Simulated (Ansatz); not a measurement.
# AlP (singlet): the correlation ladder at distance Al1–P2 = 1.903 Å, 6-31G

How much of the correlation energy of AlP (singlet) does each wave-function method recover here?

The runs use Ansatz 0.2.0, Gaussian basis; 6-31G, core rule «outside noble gas», up to 10 orbitals frozen.

The runs, in order: UHF; CCSD(T) on RHF; CCSD(T) on UHF; BCCD(T) on RHF; CISD; CCSDT(Q) on RHF; CCSDT(Q) on UHF; CISDTQ; CCSDTQ on RHF; CCSDTQ on UHF; CASSCF and MRCISD+Q, 2 electrons in 2 orbitals; CASSCF and NEVPT2, 2 electrons in 2 orbitals; CASSCF and MRCISD+Q, 8 electrons in 8 orbitals; CASSCF and MRCISD+Q(relaxed), 8 electrons in 8 orbitals; CASSCF and NEVPT2, 8 electrons in 8 orbitals; Full CI.

22 further runs of the same task are left out: 16 that didn't finish, 6 set aside as unsound or not needed.

## (1) The system

The geometry derives from a PBE0/def2-TZVP stationary point (not a proven minimum). One bond is set to the value named and the two fragments are kept rigid.

2 atoms, charge 0, spin multiplicity 1.

Atoms are counted from 1 here; the program's logs count them from 0.

Bond lengths: Al1–P2 1.903 Å.

## (2) UHF

Contents of in.yaml:

```yaml
crystal:
  periodic: [false, false, false]
  atoms:
    - {symbol: Al, position_ang: [0.000000, 0.000000, 0.000000]}
    - {symbol: P, position_ang: [0.000000, 0.000000, 1.903000]}
basis:
  gaussian: {orbitals: 6-31G}
magnetization: {spin_polarized: true, initial_magnetization: 0}
hamiltonian: {xc: hf}
output: {orbitals: {seedname: orbitals}}
```

Started as:

```sh
$ ansatz run in.yaml --threads 1 --pin off --events-out ev --progress --plain --max-ram 2393MiB
```

After this run come: CCSD(T) on RHF; CCSD(T) on UHF; BCCD(T) on RHF; CISD; CCSDT(Q) on RHF; CCSDT(Q) on UHF; CISDTQ; CCSDTQ on RHF; CCSDTQ on UHF; CASSCF and MRCISD+Q, 2 electrons in 2 orbitals; CASSCF and NEVPT2, 2 electrons in 2 orbitals; CASSCF and MRCISD+Q, 8 electrons in 8 orbitals; CASSCF and MRCISD+Q(relaxed), 8 electrons in 8 orbitals; CASSCF and NEVPT2, 8 electrons in 8 orbitals; Full CI.

**Question.** What will the summary of the whole plan be? Wanted: FCI below the RHF energy; RMP2 from FCI; RCCSD from FCI; RCCSD(T) from FCI; RCCSDT(Q) from FCI; NEVPT2 pair from FCI; MRCISD+Q pair from FCI; NEVPT2 valence from FCI; T1 diagnostic.

**Answer**, as computed:

| quantity | value |
| --- | --- |
| FCI below the RHF energy | -3.7127 eV |
| RMP2 from FCI | +13.66 kcal/mol |
| RCCSD from FCI | +5.53 kcal/mol |
| RCCSD(T) from FCI | +1.11 kcal/mol |
| RCCSDT(Q) from FCI | -0.11 kcal/mol |
| NEVPT2 pair from FCI | +14.94 kcal/mol |
| MRCISD+Q pair from FCI | +3.02 kcal/mol |
| NEVPT2 valence from FCI | +4.50 kcal/mol |
| levels within 1 kcal/mol (43 meV) | RCCSDT, RCCSDT(Q), RCCSDTQ, MRCISD valence, MRCISD+Q valence, MRCISD+Q(relaxed) valence |
| T1 diagnostic | 0.045 |
| effectively unpaired electrons | 0.38 |

In words: RCCSD(T) lands +1.11 kcal/mol from the yardstick (1.3 % of the correlation energy). RCCSDT(Q) falls below full CI, which methods that aren't variational can do. The occupations show some static correlation. Of the multireference levels listed MRCISD+Q(relaxed) valence comes nearest in total energy (-0.01 kcal/mol), which doesn't show that its space is the better one. These misses are within one basis, not against nature.
